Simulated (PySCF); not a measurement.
Stretching NaP

Set-up: basis Na x2c-SVPall, P x2c-SVPall; spin-free X2C with a Gaussian nucleus; PySCF 2.14. Energies in eV from Na + P in their ground configurations at the same level. All curves are PBE0. state 1: ³Σ⁻ (triplet), unpaired electrons π ↑↑; state 2: Ms = 0 determinant of mixed spin (⟨S²⟩ near 1.0), unpaired electrons π ↑↓, a mixture of terms (⟨Lz²⟩ = 2.0), a second solution, started from another occupation; state 3: ³Π (triplet), unpaired electrons σ ↑, π ↑, a second solution, started from another occupation; state 4: Ms = 0 determinant of mixed spin (⟨S²⟩ near 1.0), unpaired electrons σ ↑, π ↓, a second solution, started from another occupation.

```csv
R (Å),state 1,state 2,state 3,state 4
2.300,-0.889,-0.5431,-0.3579,-0.0162
2.408,-1.101,-0.7528,-0.4690,-0.1306
2.514,-1.216,-0.8649,-0.5027,-0.1690
2.595,-1.256,-0.9019,-0.4912,-0.1619
2.675,-1.267,-0.9084,-0.4565,-0.1321
2.755,-1.254,-0.8912,-0.4042,-0.0852
2.862,-1.211,-0.8406,-0.3144,-0.0032
2.996,-1.129,-0.7461,-0.1807,0.1198
3.156,-1.008,-0.6045,-0.0033,0.2836
3.370,-0.836,-0.3929,0.2420,0.5092
```

Task: Put a parabola through the three lowest points of the state 1 curve and estimate Re, k and ωe (reduced mass 13.2 u; 1 eV/Å² = 0.16022 mdyn/Å; ωe = 1302.8·√(k/μ) cm⁻¹).

Result: Through R = 2.595, 2.675, 2.755 Å the second-order coefficient is 1.87 eV/Å², so Re ≈ 2.672 Å, k ≈ 0.601 mdyn/Å and ωe ≈ 278 cm⁻¹. A polynomial fit of higher order to the unrounded PBE0 energies gives Re = 2.668 Å, k = 0.582 mdyn/Å, ωe = 274 cm⁻¹; anharmonicity and rounding make the difference.

The higher-order fit for each curve: state 1: Re = 2.668 Å, ωe = 274 cm⁻¹, De = 1.27 eV; state 2: Re = 2.654 Å, ωe = 284 cm⁻¹, minimum 0.91 eV below the ground-state fragments; state 3: Re = 2.521 Å, ωe = 308 cm⁻¹, minimum 0.50 eV below the ground-state fragments; state 4: Re = 2.533 Å, ωe = 299 cm⁻¹, minimum 0.170 eV below the ground-state fragments.

⟨S²⟩ of the unrestricted solution departs from its pure value on part of the curve, where spin states mix. The state is the lowest determinant that a PBE0 search found; another state may lie lower at other levels.
